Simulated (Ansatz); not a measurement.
# CeH18N6 ([Ce(NH3)6]3+): the cost of one run

Method: the settings change from run to run; program: Ansatz 0.2.0, Gaussian basis.

**1. The geometry**

An earlier PBE-D4/def2-SVP relaxation fixed the geometry. Ce takes a core potential in def2 sets; no spin-orbit term is included.

25 atoms, charge 3, spin multiplicity 2.

Atoms are counted from 1 here; the program's logs count them from 0.

Bond lengths: Ce1–N2 2.644 Å, Ce1–N6 2.644 Å, Ce1–N10 2.644 Å, Ce1–N14 2.644 Å, Ce1–N18 2.644 Å, Ce1–N22 2.644 Å, N2–H3 1.038 Å, N2–H4 1.038 Å, N2–H5 1.038 Å, N6–H7 1.038 Å, N6–H8 1.038 Å, N6–H9 1.038 Å, N10–H11 1.038 Å, N10–H12 1.038 Å, N10–H13 1.038 Å, N14–H15 1.038 Å, N14–H16 1.038 Å, N14–H17 1.038 Å and more. Angles: N2–Ce1–N6 179.2°, N2–Ce1–N10 90.0°, N2–Ce1–N14 90.6°, N2–Ce1–N18 89.2°, N2–Ce1–N22 90.1°, N6–Ce1–N10 90.8°, N6–Ce1–N14 88.6°, N6–Ce1–N18 90.6°, N6–Ce1–N22 90.0°, N10–Ce1–N14 179.4°, N10–Ce1–N18 89.7°, N10–Ce1–N22 89.5°, N14–Ce1–N18 90.2°, N14–Ce1–N22 90.5°, N18–Ce1–N22 179.0°, Ce1–N2–H3 115.4°, Ce1–N2–H4 115.4°, Ce1–N2–H5 115.6° and more.

**2. CAM-B3LYP/def2-SVP**

This run has restricted open-shell orbitals, D4 dispersion.

File in.yaml:

```yaml
crystal:
  periodic: [false, false, false]
  atoms:
    - {symbol: Ce, position_ang: [0.000666, -0.001781, -0.000407]}
    - {symbol: N, position_ang: [-0.008746, 0.018396, 2.643648]}
    - {symbol: H, position_ang: [0.853083, 0.387421, 3.089344]}
    - {symbol: H, position_ang: [-0.123509, -0.909101, 3.095496]}
    - {symbol: H, position_ang: [-0.757684, 0.584956, 3.085877]}
    - {symbol: N, position_ang: [-0.027990, -0.014921, -2.644568]}
    - {symbol: H, position_ang: [-0.832153, -0.507245, -3.078699]}
    - {symbol: H, position_ang: [0.790269, -0.462019, -3.100713]}
    - {symbol: H, position_ang: [-0.059786, 0.920173, -3.094181]}
    - {symbol: N, position_ang: [2.644960, -0.016622, 0.008642]}
    - {symbol: H, position_ang: [3.094379, 0.919097, 0.006163]}
    - {symbol: H, position_ang: [3.093856, -0.490215, -0.798620]}
    - {symbol: H, position_ang: [3.086555, -0.482937, 0.824183]}
    - {symbol: N, position_ang: [-2.643124, 0.015907, -0.037456]}
    - {symbol: H, position_ang: [-3.076150, 0.596964, -0.780700]}
    - {symbol: H, position_ang: [-3.101550, 0.365405, 0.825801]}
    - {symbol: H, position_ang: [-3.091347, -0.909871, -0.177515]}
    - {symbol: N, position_ang: [0.027726, 2.642041, 0.015225]}
    - {symbol: H, position_ang: [0.355113, 3.078015, 0.898563]}
    - {symbol: H, position_ang: [-0.892507, 3.096914, -0.139222]}
    - {symbol: H, position_ang: [0.630339, 3.090586, -0.701178]}
    - {symbol: N, position_ang: [0.007465, -2.645418, 0.014417]}
    - {symbol: H, position_ang: [-0.155945, -3.094845, -0.906955]}
    - {symbol: H, position_ang: [-0.705727, -3.094646, 0.620367]}
    - {symbol: H, position_ang: [0.891807, -3.086276, 0.332481]}
basis:
  gaussian: {orbitals: def2-SVP}
total_charge: 3
magnetization: {spin_polarized: false, initial_magnetization: 1}
hamiltonian: {xc: {name: CAM-B3LYP}, dispersion: d4}
```

Started as:

```sh
$ ansatz run in.yaml --threads 4 --pin off --events-out ev --progress --plain --max-ram 6963MiB
```

**Question.** How long does this run take on 4 threads of Arm Neoverse V2, shared host, and how much memory does it need?

About 2.8 min, with a peak of 2.8 GiB.
